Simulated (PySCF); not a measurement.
# A diatomic session: PH

One table from this session's results is given with a row withheld; the runs are named, their logs left out.

Program: PySCF 2.14.0. Level of theory: P def2-TZVPPD, H def2-TZVPPD, no relativity. These are calculated values, not measurements.

The first run:

A driver script around PySCF takes these settings:

```
atoms                         : P, H
charge                        : 0
basis                         : P def2-TZVPPD, H def2-TZVPPD
Hamiltonian                   : no relativity
basis functions               : 65
electrons treated             : 16
masses in u                   : 30.9738, 1.0078
levels                        : PBE0, PBE, r²SCAN, PBEsol, LDA, PW91, BHandHLYP, r²SCANh, CAM-B3LYP, HF, MP2, SCS-MP2, CCSD, CCSD(T)
grid                          : 80 radial by 434 angular points
occupations                   : held fixed by the projection of orbital angular momentum
dissociation limit            : P + H, each in its ground configuration
starting distance in angstrom : 1.385
values of 2S to try           : 0, 2, 4
```

Started as:

```console
OMP_NUM_THREADS=1 python dia.py task.json out
```

Steps of the session up to this table: Set-up; PBE0 along the bond; Other states along the same grid; PBE (GGA); r²SCAN (meta-GGA); PBEsol; LDA (local density); PW91 (GGA); BHandHLYP (global hybrid GGA); r²SCANh; CAM-B3LYP; UHF (mean field); Correlated methods on the Hartree–Fock reference.

One table of the session follows, with a row left open; its other results are not shown here.

| level | Re (Å) | ωe (cm⁻¹) | De (eV) |
| --- | --- | --- | --- |
| UHF | 1.411 | 2497 | 2.26 |
| UHF-MP2 | 1.416 | 2437 | 2.89 |
| UHF-SCS-MP2 | 1.418 | 2423 | 3.03 |
| UHF-CCSD | 1.423 | 2382 | 3.06 |
| UHF-CCSD(T) | 1.425 | 2362 | 3.08 |
| LDA | 1.441 | 2284 | 3.64 |
| PBE | 1.440 | 2290 | 3.26 |
| PBEsol | 1.442 | 2287 | 3.37 |
| PW91 | 1.437 | 2295 | 3.28 |
| r²SCAN | 1.426 | 2365 | 3.27 |
| r²SCANh | 1.423 | 2387 | 3.26 |
| PBE0 | 1.427 | 2375 | 3.22 |
| BHandHLYP | 1.415 | 2435 | 3.28 |
| CAM-B3LYP | ? | ? | ? |

Q: Estimate the row for CAM-B3LYP from the others.

As computed: Re (Å): 1.422; ωe (cm⁻¹): 2391; De (eV): 3.33. In the column «Re (Å)» it lies between UHF-SCS-MP2 (1.418) and UHF-CCSD (1.423).
